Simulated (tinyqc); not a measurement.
CCD on RHF in the sto-3g basis, frozen core, for BH2+, spin multiplicity 1, step by step. One step of it, computed by the program tinyqc.

Question. Integrals over molecular orbitals. (pq|rs) = sum C_ip C_jq C_kr C_ls (ij|kl), one index at a time.

coefficients C:
```
              MO1        MO2        MO3        MO4       MO5        MO6        MO7
1B 1s    0.992230  -0.234868   0.000000   0.138353  0.000000  -0.184808   0.000000
1B 2s    0.029772   0.678041   0.000000  -0.568722  0.000000   0.982120   0.000000
1B 2px   0.000000   0.000000   0.000000   0.000000  1.000000   0.000000   0.000000
1B 2py   0.000000   0.000000   0.587350   0.000000  0.000000   0.000000   1.084177
1B 2pz   0.001228   0.118359   0.000000   0.795692  0.000000   0.723821   0.000000
2H 1s   -0.005150   0.297964   0.395279   0.236097  0.000000  -0.829788  -0.819616
3H 1s   -0.005150   0.297964  -0.395279   0.236097  0.000000  -0.829788   0.819616
```

core Hamiltonian H = T + V (hartree), lower triangle:
```
             1B 1s      1B 2s     1B 2px     1B 2py     1B 2pz      2H 1s      3H 1s
1B 1s   -13.148141
1B 2s    -3.410078  -4.218831
1B 2px    0.000000   0.000000  -3.352998
1B 2py    0.000000   0.000000   0.000000  -3.512892
1B 2pz   -0.015948  -0.144665   0.000000   0.000000  -3.405232
2H 1s    -0.695077  -1.642131   0.000000  -1.319385  -0.780325  -2.751407
3H 1s    -0.695077  -1.642131   0.000000   1.319385  -0.780325  -0.326454  -2.751407
```

Two-electron integrals (ij|kl) in chemists' order, unique and non-zero (hartree):
```
(11|11) 2.923513    (21|11) 0.518376    (21|21) 0.109262    (22|11) 0.744229
(22|21) 0.193177    (22|22) 0.544804    (31|31) 0.020264    (32|31) 0.029996
(32|32) 0.120346    (33|11) 0.742491    (33|21) 0.193240    (33|22) 0.544682
(33|33) 0.586773    (41|41) 0.020264    (42|41) 0.029996    (42|42) 0.120346
(43|43) 0.031630    (44|11) 0.742491    (44|21) 0.193240    (44|22) 0.544682
(44|33) 0.523513    (44|44) 0.586773    (51|51) 0.020264    (52|51) 0.029996
(52|52) 0.120346    (53|53) 0.031630    (54|54) 0.031630    (55|11) 0.742491
(55|21) 0.193240    (55|22) 0.544682    (55|33) 0.523513    (55|44) 0.523513
(55|55) 0.586773    (61|11) 0.103957    (61|21) 0.021842    (61|22) 0.038763
(61|33) 0.038575    (61|41) 0.001373    (61|42) 0.002532    (61|44) 0.039018
(61|51) 0.000785    (61|52) 0.001447    (61|54) 0.000253    (61|55) 0.038720
(61|61) 0.004504    (62|11) 0.249887    (62|21) 0.065867    (62|22) 0.204227
(62|33) 0.198395    (62|41) 0.006300    (62|42) 0.038287    (62|44) 0.211438
(62|51) 0.003601    (62|52) 0.021883    (62|54) 0.007454    (62|55) 0.202656
(62|61) 0.014060    (62|62) 0.105337    (63|31) 0.006608    (63|32) 0.030837
(63|43) 0.007159    (63|53) 0.004091    (63|63) 0.011644    (64|11) 0.202803
(64|21) 0.054167    (64|22) 0.177251    (64|33) 0.167827    (64|41) 0.011086
(64|42) 0.061218    (64|44) 0.192521    (64|51) 0.002560    (64|52) 0.017365
(64|54) 0.010023    (64|55) 0.171217    (64|61) 0.012129    (64|62) 0.107066
(64|64) 0.118257    (65|11) 0.115914    (65|21) 0.030960    (65|22) 0.101309
(65|33) 0.095923    (65|41) 0.002560    (65|42) 0.017365    (65|44) 0.101854
(65|51) 0.008071    (65|52) 0.040762    (65|54) 0.010548    (65|55) 0.106043
(65|61) 0.006933    (65|62) 0.061195    (65|64) 0.060935    (65|65) 0.046472
(66|11) 0.408892    (66|21) 0.109788    (66|22) 0.385009    (66|33) 0.362109
(66|41) 0.012786    (66|42) 0.102961    (66|44) 0.413560    (66|51) 0.007308
(66|52) 0.058848    (66|54) 0.029407    (66|55) 0.378917    (66|61) 0.023891
(66|62) 0.253472    (66|64) 0.280053    (66|65) 0.160066    (66|66) 0.774606
(71|11) 0.103957    (71|21) 0.021842    (71|22) 0.038763    (71|33) 0.038575
(71|41) -0.001373   (71|42) -0.002532   (71|44) 0.039018    (71|51) 0.000785
(71|52) 0.001447    (71|54) -0.000253   (71|55) 0.038720    (71|61) 0.004301
(71|62) 0.012847    (71|64) 0.010062    (71|65) 0.006349    (71|66) 0.021282
(71|71) 0.004504    (72|11) 0.249887    (72|21) 0.065867    (72|22) 0.204227
(72|33) 0.198395    (72|41) -0.006300   (72|42) -0.038287   (72|44) 0.211438
(72|51) 0.003601    (72|52) 0.021883    (72|54) -0.007454   (72|55) 0.202656
(72|61) 0.012847    (72|62) 0.069462    (72|64) 0.052317    (72|65) 0.039394
(72|66) 0.127492    (72|71) 0.014060    (72|72) 0.105337    (73|31) 0.006608
(73|32) 0.030837    (73|43) -0.007159   (73|53) 0.004091    (73|63) 0.006968
(73|73) 0.011644    (74|11) -0.202803   (74|21) -0.054167   (74|22) -0.177251
(74|33) -0.167827   (74|41) 0.011086    (74|42) 0.061218    (74|44) -0.192521
(74|51) -0.002560   (74|52) -0.017365   (74|54) 0.010023    (74|55) -0.171217
(74|61) -0.010062   (74|62) -0.052317   (74|64) -0.033791   (74|65) -0.029151
(74|66) -0.091231   (74|71) -0.012129   (74|72) -0.107066   (74|74) 0.118257
(75|11) 0.115914    (75|21) 0.030960    (75|22) 0.101309    (75|33) 0.095923
(75|41) -0.002560   (75|42) -0.017365   (75|44) 0.101854    (75|51) 0.008071
(75|52) 0.040762    (75|54) -0.010548   (75|55) 0.106043    (75|61) 0.006349
(75|62) 0.039394    (75|64) 0.029151    (75|65) 0.028815    (75|66) 0.075621
(75|71) 0.006933    (75|72) 0.061195    (75|74) -0.060935   (75|75) 0.046472
(76|11) 0.045906    (76|21) 0.012104    (76|22) 0.037985    (76|33) 0.036873
(76|44) 0.038179    (76|51) 0.001122    (76|52) 0.006905    (76|55) 0.038869
(76|61) 0.002493    (76|62) 0.016680    (76|64) 0.014805    (76|65) 0.010565
(76|66) 0.036210    (76|71) 0.002493    (76|72) 0.016680    (76|74) -0.014805
(76|75) 0.010565    (76|76) 0.003345    (77|11) 0.408892    (77|21) 0.109788
(77|22) 0.385009    (77|33) 0.362109    (77|41) -0.012786   (77|42) -0.102961
(77|44) 0.413560    (77|51) 0.007308    (77|52) 0.058848    (77|54) -0.029407
(77|55) 0.378917    (77|61) 0.021282    (77|62) 0.127492    (77|64) 0.091231
(77|65) 0.075621    (77|66) 0.237808    (77|71) 0.023891    (77|72) 0.253472
(77|74) -0.280053   (77|75) 0.160066    (77|76) 0.036210    (77|77) 0.774606
```

Give: one-electron integrals over orbitals h = C^T H C; Two-electron integrals over orbitals.

Answer.

one-electron integrals over orbitals h = C^T H C (hartree), lower triangle:
```
          1        2        3        4        5        6        7
1  -13.1348
2    0.2850  -3.4379
3    0.0000   0.0000  -3.1949
4   -0.1864   0.0963   0.0000  -3.2465
5    0.0000   0.0000   0.0000   0.0000  -3.3530
6    0.1877  -0.5116   0.0000  -0.2646   0.0000  -2.7031
7    0.0000   0.0000  -0.5263   0.0000   0.0000   0.0000  -2.6975
```

Two-electron integrals over orbitals (pq|rs), unique and non-zero (hartree); the lowest 1 orbital is frozen and left out:
```
(22|22) 0.4766    (32|32) 0.1400    (33|22) 0.4654    (33|33) 0.4815
(42|22) 0.0237    (42|33) 0.0184    (42|42) 0.0685    (43|32) 0.0229
(43|43) 0.0317    (44|22) 0.4377    (44|33) 0.4250    (44|42) -0.0725
(44|44) 0.5769    (52|52) 0.0743    (53|53) 0.0190    (54|52) -0.0332
(54|54) 0.0441    (55|22) 0.4711    (55|33) 0.4381    (55|42) -0.0388
(55|44) 0.5065    (55|55) 0.5868    (62|22) 0.0522    (62|33) 0.0145
(62|42) -0.0046   (62|44) 0.0562    (62|55) 0.0999    (62|62) 0.0876
(63|32) -0.0647   (63|43) -0.0264   (63|63) 0.0740    (64|22) 0.0228
(64|33) 0.0024    (64|42) -0.0072   (64|44) 0.0466    (64|55) 0.0417
(64|62) 0.0464    (64|64) 0.0329    (65|52) 0.0500    (65|54) -0.0123
(65|65) 0.0418    (66|22) 0.4840    (66|33) 0.4728    (66|42) 0.0555
(66|44) 0.4107    (66|55) 0.4508    (66|62) 0.0376    (66|64) 0.0148
(66|66) 0.5346    (72|32) -0.0174   (72|43) -0.0330   (72|63) 0.0506
(72|72) 0.0540    (73|22) 0.0342    (73|33) 0.0221    (73|42) -0.0555
(73|44) 0.1007    (73|55) 0.1049    (73|62) 0.0691    (73|64) 0.0398
(73|66) -0.0091   (73|73) 0.1100    (74|32) -0.0713   (74|43) 0.0046
(74|63) 0.0394    (74|72) 0.0041    (74|74) 0.0575    (75|53) 0.0164
(75|75) 0.0180    (76|32) 0.1140    (76|43) 0.0364    (76|63) -0.0780
(76|72) -0.0438   (76|74) -0.0570   (76|76) 0.1216    (77|22) 0.4630
(77|33) 0.4799    (77|42) 0.0006    (77|44) 0.4570    (77|55) 0.4558
(77|62) 0.0128    (77|64) 0.0016    (77|66) 0.4795    (77|73) 0.0320
(77|77) 0.5055
```
